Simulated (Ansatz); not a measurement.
The cluster LiH2⁻. Total charge -1; triplet. Geometry PBE0-D4/def2-TZVPD; atoms count from 1.

```xyz
3

Li    0.041   -1.036    1.156
H     0.317    0.741   -0.390
H    -0.357    0.295   -0.766
```

The highest occupied level of the charge -1 triplet lies above zero (up to 1.14 eV). The electron is either unbound and held by the finite basis, or the level is raised by self-interaction error. In the triplet geometry the species has come apart into loosely held pieces. In the triplet, H2 and H3 lie 0.89 Å apart (atoms count from 1), so H2 has formed as a molecule. At PBE0-D4/def2-TZVPD a singlet of charge -1 lies 0.77 eV below the triplet, each at its own geometry. The structure comes from a short search, and lower isomers may exist.

Question: Estimate the Mulliken populations from the PBE0/def2-TZVPD orbitals of Ansatz.

Answer: 
| atom | charge (e) | spin (α − β) |
| --- | --- | --- |
| Li1 | -0.84 | 1.81 |
| H2 | -0.08 | 0.10 |
| H3 | -0.08 | 0.10 |
Mulliken values depend strongly on the basis. With diffuse functions, as here, like atoms can get unlike values, and bond orders can come out too low or too high.

Question: Where does the spin sit?

Answer: Summed by element: Li 1.81, H 0.19, of 2 unpaired in all. Largest on single atoms: Li1 1.81, H2 0.10, H3 0.10.
